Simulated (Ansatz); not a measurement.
C2H4O2 can be A, `C=C(O)O`, or B, `C1OCO1`.

Computed with Ansatz on PBE0-D4/def2-TZVP structures; ΔE is electronic, products minus reactants. CCSD(T)/CBS is the MP2 limit (def2-TZVPP, def2-QZVPP) plus CCSD(T) − MP2 in def2-TZVPP, frozen cores. DFT in def2-TZVPP. Each species was taken in one conformer, which may not be the lowest.

(1) Which is lower in electronic energy at CCSD(T)/CBS, and by how much? (An estimate is asked.)

(2) Give E(B) − E(A) in kJ/mol with LDA (SPW92), HF/def2-TZVPP, r2SCAN-D4, CCSD(T)/def2-SVP, B2PLYP, MP2/def2-TZVPP, CCSD/def2-TZVPP. (Best estimate.)

(3) Does the order hold for the free energy at 298.15 K (harmonic terms from PBE0-D4)? (An estimate is asked.)

Largest T1 diagnostic: 0.012.

Results:

(1) The calculation gave: A, by 113.5 kJ/mol.

(2) Computed: LDA (SPW92) 121.9, HF/def2-TZVPP 101.8, r2SCAN-D4 121.1, CCSD(T)/def2-SVP 102.0, B2PLYP 116.3, MP2/def2-TZVPP 112.5, CCSD/def2-TZVPP 104.1. None reverses the order clearly.

(3) The calculation gave: Yes: G(B) − G(A) = +124.2 kJ/mol, for one conformer each.

In def2-TZVPP, CCSD(T) changes the Hartree–Fock value by +5.0 kJ/mol (the triples alone add +2.6 kJ/mol) and MP2 by +10.7 kJ/mol. From r2SCAN to r2SCAN0 (25 % exact exchange), in def2-TZVPP and without D4, E(B) − E(A) moves by −5.9 kJ/mol.
